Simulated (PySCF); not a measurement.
`O=P(O)(O)O`. Structure optimised with GFN2-xTB, isolated species.

```
atom  x, y, z in Å
O1     0.5886   -0.2246    1.6218
P2     0.0090   -0.1059    0.2910
O3    -0.5415    1.3492   -0.0886
O4     1.0360   -0.4315   -0.9011
O5    -1.2315   -1.0293   -0.0250
H6    -0.1616    1.9936    0.5044
H7     1.8752   -0.6829   -0.5216
H8    -1.5651   -0.8591   -0.9054
```

Q: What is the longest distance between nuclei?

A: H6···H7, 3.52 Å; the next longest distance is 3.48 Å.

Q: Work out the bond lengths O1=P2, P2–O3, P2–O4, P2–O5, O3–H6, O4–H7, O5–H8 in bohr.

A: For O1=P2 the difference vector is (-0.5796, 0.1187, -1.3308) Å, of length 1.4564 Å. 1 bohr = 0.529177 Å. O1=P2 2.752; P2–O3 3.026; P2–O4 3.036; P2–O5 2.983; O3–H6 1.804; O4–H7 1.804; O5–H8 1.808 bohr.

Q: How far apart are these pairs, which share no bond: O1···H8, P2···H6, O3···O5, O3···H8, O4···O5, O5···H6?

A: O1···H8 3.380 Å (3 bonds apart); P2···H6 2.117 Å (2 bonds apart); O3···O5 2.477 Å (2 bonds apart); O3···H8 2.567 Å (3 bonds apart); O4···O5 2.503 Å (2 bonds apart); O5···H6 3.250 Å (3 bonds apart).

Q: Where is the centre of mass (commonest isotopes), and what is the radius of gyration?

A: Mass 97.977 u; centre at (-0.020, -0.084, 0.182) Å; Rg = √(Σ m r²/M) = 1.311 Å. As Ia + Ib + Ic = 2 Σ m r², the three principal moments sum to 336.7 u·Å².

Q: What is the repulsion energy of the bare nuclei, Σ ZA·ZB/RAB?

A: 281.23 Eh over 28 pairs, with full nuclear charges and distances in bohr; the largest single term is 43.60 Eh (O1 with P2).

Q: What are the angles O1–P2–O4, O1–P2–O3, O4–P2–O5, O1–P2–O5, P2–O3–H6, P2–O4–H7, P2–O5–H8?

A: From the scalar product of the two bond vectors; for O1–P2–O4 it is -0.9525 Å² over 1.4564 × 1.6068 Å², cos θ = -0.4070. O1–P2–O4 114.0°; O1–P2–O3 115.3°; O4–P2–O5 103.6°; O1–P2–O5 116.6°; P2–O3–H6 109.2°; P2–O4–H7 108.7°; P2–O5–H8 110.7°.

Q: Give the dihedral angles O4–P2–O3–H6, O4–P2–O5–H8, O5–P2–O4–H7.

A: O4–P2–O3–H6 -107° (anticlinal); O4–P2–O5–H8 -56° (synclinal); O5–P2–O4–H7 -126° (anticlinal). Dihedral signs follow IUPAC: positive where, seen along the central bond, the front bond turns clockwise onto the rear one.

Q: Write the matrix of distances between heavy atoms (Å, lower triangle).

A: 
```
O1    0.000
P2    1.456  0.000
O3    2.584  1.601  0.000
O4    2.571  1.607  2.514  0.000
O5    2.583  1.578  2.477  2.503  0.000
```

No frequency check. One conformer, not necessarily the lowest.

The numbers are calculated, not measured.
